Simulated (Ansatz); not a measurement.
`N/C(F)=N/CF`, charge 0, multiplicity 1.

Give a relaxed structure at PBE0-D4/def2-TZVP (Ansatz). (An estimate is asked.)

Ansatz gave: 
```xyz
10

N     0.1746   -1.3940    1.4185
C     0.1168   -0.2904    0.6364
F     0.3629    0.8122    1.3741
N    -0.0828   -0.2788   -0.5971
C    -0.0532    0.9294   -1.3383
F    -1.0318    0.8767   -2.3063
H     0.0281   -1.2703    2.4047
H    -0.1759   -2.2386    1.0016
H    -0.2450    1.8239   -0.7357
H     0.9062    1.0300   -1.8578
```
This is one stationary point; other conformers may exist.
